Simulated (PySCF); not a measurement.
Structure problem from calculated spectra and properties.

Elements present: C and H. Monoisotopic mass: 70.0783 u.

* Rotational structure: rotational constants A, B, C: 6.179, 5.210, 3.819 GHz [PBE0-D3(BJ)/def2-SVP]
* 1H NMR: chemical shifts (computed TMS as zero) by class: 1.04 (6 H), 0.29 (4 H) ppm [GIAO CAM-B3LYP/pcSseg-2]
* 13C NMR: chemical shifts (computed TMS as zero) by class: 28.2 (2 C), 16.3 (2 C), 13.0 (1 C) ppm [GIAO CAM-B3LYP/pcSseg-2]
* Dipole: 0.13 D [CAM-B3LYP/pcSseg-2]
* XPS: C1s 290.3 (×2), C1s 290.5 (×2), C1s 290.6 eV [ΔSCF SCAN, pcX-2 on the ionised atom, pcseg-1 elsewhere, spin-free X2C]
* Couplings: largest of the computed one-bond spin–spin couplings (means over like bonds): 13C–1H +166.7 (×4), 13C–1H +131.8 (×6), 13C–13C +46.1 (×2), 13C–13C +15.8 (×2), 13C–13C +14.2 Hz [B3LYP/pcJ-1, spin–dipole term left out]

Electronic properties: PySCF, gas phase, density fitting. Levels stand in brackets. Isolated species at its PBE0-D3(BJ)/def2-SVP geometry, gas phase. NMR values are class means; diastereotopic atoms form classes of their own.

Question: Which formula fits the mass and the elements?

Answer: C5H10 (calculated 70.0783). No other formula that holds each of these elements comes within 0.0003 u with a fitting electron parity and a possible valence count.

Question: Propose a structure and show how it fits.

Answer: Numbering: `[CH3:1][C:2]1([CH3:3])[CH2:4][CH2:5]1`. Its formula, C5H10, gives 1 degree of unsaturation: 1 ring and 0 π bonds in the structure found. 5 carbons fall into 3 classes; from least to most shielded: methyl carbon [C1/C3] (28.2 ppm, 2 C), three-membered-ring carbon [C4/C5] (16.3 ppm, 2 C), three-membered-ring carbon [C2] (13.0 ppm). Hydrogen classes from least to most shielded: 6 H on 2 methyl carbons, C1/C3 (1.04 ppm, a mean of values up to 1.1 ppm apart in this geometry), 4 H on 2 three-membered-ring carbons, C4/C5 (0.29 ppm). The couplings run between: +166.7 Hz, three-membered-ring carbon [C4] and its hydrogen (with 3 like pairs); +131.8 Hz, methyl carbon [C1] and its hydrogen (with 5 like pairs); +46.1 Hz, methyl carbon [C1] and three-membered-ring carbon [C2] (with 1 like pair); +15.8 Hz, three-membered-ring carbon [C2] and three-membered-ring carbon [C4] (with 1 like pair); +14.2 Hz, three-membered-ring carbon [C4] and three-membered-ring carbon [C5]. The core levels belong to: C1s 290.3 eV, three-membered-ring carbon [C4/C5]; C1s 290.5 eV, methyl carbon [C1/C3]; C1s 290.6 eV, three-membered-ring carbon [C2]. The optimised geometry has point group C2v and is an asymmetric top. Structure: `CC1(C)CC1`. Computed isomers that give other values at the same levels: `CC=C(C)C` (core binding energies: C1s 289.7, C1s 290.1, C1s 290.5, C1s 290.5, C1s 290.5 eV); `CCC1CC1` (core binding energies: C1s 290.4 (×2), C1s 290.5, C1s 290.5, C1s 290.5 eV); `C=C(C)CC` (rotational constant A: 7.239 GHz; this holds for the one conformer computed). The assignments are read from this structure; whether some other isomer fits the data as well wasn't checked.
